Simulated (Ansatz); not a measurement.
BiOCl (P4/nmm, No. 129), treated with LDA (Ansatz, an electronic-structure program, plane waves, PAW).

Numerical settings: plane-wave cutoff 500 eV, 10×10×6 k mesh (along the axes of the cell as run), gaussian smearing 0.02 eV, scalar-relativistic PAW data made under PBE.

Computed at the level's own relaxed cell.

Task: Give the computed equilibrium volume per atom, lattice constant a, c axis length and band gap.

Result: 
* **equilibrium volume per atom**: 17.72 Å³/atom
* **lattice constant a**: 3.851 Å
* **c axis length**: 7.170 Å
* **band gap**: 2.54 eV (on the SCF k mesh)

Spin–orbit coupling is not included; with these elements it can move the gap by several tenths of an eV or more.

Static lattice: no zero-point or thermal effects.

Computing time: roughly 3 core-minutes.
